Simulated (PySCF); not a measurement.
## CF₃: from structure and modes to constants

Computed with PySCF, UPBE, basis C def2-TZVP, F def2-TZVP (no relativity, density fitting).

The doublet minimum has C3v symmetry. Masses (u): C 12.00000, F 18.99840.

```xyz
4
charge 0 multiplicity 2, angstrom
C     0.0000    0.0000   -0.3330
F     1.2698    0.0000    0.0700
F    -0.6349    1.0997    0.0701
F    -0.6349   -1.0997    0.0701
```

Harmonic wavenumbers (cm⁻¹): 485.0 (e, ×2), 675.0 (a1, ×1), 1038.7 (a1, ×1), 1189.7 (e, ×2).

(1) Find the principal moments of inertia and the rotational constants. What kind of rotor is it?

(2) What is the harmonic zero-point energy?

(3) Find the vibrational entropy and heat capacity at 298.15 K.

(4) Give the standard entropy (298.15 K, 1 bar) by its translational, rotational, vibrational and spin parts, and Cp.

Answers

(1) About the centre of mass I = 47.557, 47.557, 91.894 u Å². With B = 16.8576/I this gives 0.3545, 0.3545, 0.1834 cm⁻¹. The molecule is an oblate symmetric top.

(2) Half the sum of all 6 wavenumbers, 5063/2 = 2532 cm⁻¹, which is 30.3 kJ/mol (1 cm⁻¹ = 0.0119627 kJ/mol).

(3) With u = 1.43878 ω/T, each mode gives S = R[u/(eᵘ−1) − ln(1−e⁻ᵘ)] and C = R u² eᵘ/(eᵘ−1)².
```tsv
ω (cm⁻¹)	u	S (J/(mol K))	C (J/(mol K))
485.0 (×2)	2.341	2.91	5.37
675.0	3.257	1.41	3.67
1038.7	5.012	0.33	1.41
1189.7 (×2)	5.741	0.18	0.89
```
The sums over all modes are S = 7.9 and C = 17.6 J/(mol K); the softest mode gives 37 % of the entropy (each member, where degenerate).

(4) Sackur–Tetrode with M = 69.00 u gives 161.7; rotation with symmetry number 3 gives 90.3; vibration 7.9; spin R ln 2 = 5.8. The total is 265.7 J/(mol K), and Cp = 4 R + 17.6 = 50.8 J/(mol K).

This need not be the most stable arrangement of these atoms.
